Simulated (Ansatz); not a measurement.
## C₂H₄P, doublet: CASSCF and its corrections

Computed with Ansatz's Gaussian-basis code (development build). Basis cc-pVTZ on C/H, cc-pV(T+d)Z on P, nonrelativistic, no frozen core. State-specific CASSCF; RHF is the lowest restricted (open-shell) Hartree–Fock solution met. Solutions may break the symmetry of the shape. The lowest solution met needn't be the lowest there is, nor hold the orbitals that a chemist would pick.

Geometry:

```xyz
7

C     0.0000   -1.4905   -0.7776
C     0.0000   -0.1334   -0.7345
P     0.0000    0.9084    0.7125
H     0.0000   -2.0921    0.1283
H     0.0000   -2.0307   -1.7217
H     0.0000    0.4035   -1.6843
H     0.0000   -0.1637    1.6623
```

(1) What do CASSCF and its corrections give against RHF in CAS(3,3), and what are the occupations?

(2) Roughly how much CPU time does a whole run from the default start take (median of such runs, summed over threads; nearly all runs on one pinned thread of a shared server, mostly Xeon at 2.3 to 2.6 GHz, by a development driver)?

## Answers

(1) CASSCF -0.814 eV, SC-NEVPT2 -16.399 eV; occupations 1.91, 1.00, 0.09.

(2) CAS(3,3): about 7.1 s. Other jobs ran beside these, and the count of passes differs.
